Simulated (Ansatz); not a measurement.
Write a Python script for Ansatz 0.2.0 through its Python package that makes a rigid scan of one bond angle of CH₅AlS, SMILES C[S][AlH2]. Use (for the species named): r2scan0, def2-SVP basis, multiplicity 1.

```xyz
8

C    -0.7447    0.9566   -0.4271
S    -0.5306    0.3975    1.2561
Al    0.9013   -1.2355    0.6403
H    -1.1455    0.2043   -1.0732
H     0.1662    1.3494   -0.8923
H    -1.5089    1.8645   -0.4141
H     2.5244   -0.9195    0.5809
H     0.4300   -2.6745    0.2736
```

`bend.py`
```python
import ansatz as az
from ase import Atoms


def main() -> None:
    atoms = Atoms(['C', 'S', 'Al', 'H', 'H', 'H', 'H', 'H'], positions=[
        (-0.7447, 0.9566, -0.4271),
        (-0.5306, 0.3975, 1.2561),
        (0.9013, -1.2355, 0.6403),
        (-1.1455, 0.2043, -1.0732),
        (0.1662, 1.3494, -0.8923),
        (-1.5089, 1.8645, -0.4141),
        (2.5244, -0.9195, 0.5809),
        (0.43, -2.6745, 0.2736),
    ])

    first = az.Crystal.molecule_from_ase(atoms).calculation()
    first = first.basis(gaussian='def2-SVP')
    first = first.functional('R2SCAN0')
    first = first.relax(force_tolerance=0.02, max_steps=80)
    atoms.positions = first.run().report['positions_ang']

    rows = []
    for angle in [90, 100, 110, 120, 135, 150, 165, 179]:
        bent = atoms.copy()
        bent.set_angle(0, 1, 2, angle, indices=[2, 6, 7])
        model = (
            az.Crystal.molecule_from_ase(bent).calculation()
            .basis(gaussian='def2-SVP')
            .functional('R2SCAN0')
        )
        rows.append((angle, model.run().report['free_energy_ev']))
    floor = min(e for _, e in rows)
    for angle, e in rows:
        print(f'angle C0-S1-Al2 = {angle:3d} deg   {1000 * (e - floor):9.1f} meV')


if __name__ == '__main__':
    main()
```

```console
$ python bend.py
angle C0-S1-Al2 =  90 deg       143.8 meV
angle C0-S1-Al2 = 100 deg         0.0 meV
angle C0-S1-Al2 = 110 deg        13.1 meV
angle C0-S1-Al2 = 120 deg       127.0 meV
angle C0-S1-Al2 = 135 deg       421.3 meV
angle C0-S1-Al2 = 150 deg       776.9 meV
angle C0-S1-Al2 = 165 deg      1076.3 meV
angle C0-S1-Al2 = 179 deg      1203.5 meV
```

The scan is rigid, and the energies are electronic, in a modest basis. The zero is the lowest point of the grid, which needn't be the minimum. Hardware and time: 2.3 min on 1 thread of Arm Neoverse V1 (shared host), peak memory 0.23 GiB.
